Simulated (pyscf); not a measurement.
H₃C–BH–F + H₂ -> H₂B–F + CH₄, a four-centre exchange (singlet surface; B–C, H–H broken, B–H, C–H formed). Structures and frequencies: ωB97X-D3(BJ)/def2-SVP in PySCF. Energies in kcal/mol from the separated reactants.

Small-basis levels: PySCF, no dispersion term, spherical d functions. 

### Question
In single points BP86/6-31G* puts the saddle at 30.5 kcal/mol and the reaction energy at -2.8 kcal/mol. Should these be trusted to within a few kcal/mol? Compare with ωB97M-D3(BJ)/def2-TZVP.

### Answer
ωB97M-D3(BJ)/def2-TZVP gives ΔE‡ = 32.4 kcal/mol and ΔE = -2.3 kcal/mol. BP86/6-31G* lies 1.9 kcal/mol under it in the barrier and 0.6 kcal/mol under it in the reaction energy, so on this step it holds to within 3.0 kcal/mol. ωB97M-D3(BJ)/def2-TZVP has limits of its own. At the saddle there is also a short B–H contact that neither side keeps. This is the saddle that the search found; another between the same sides may lie lower.
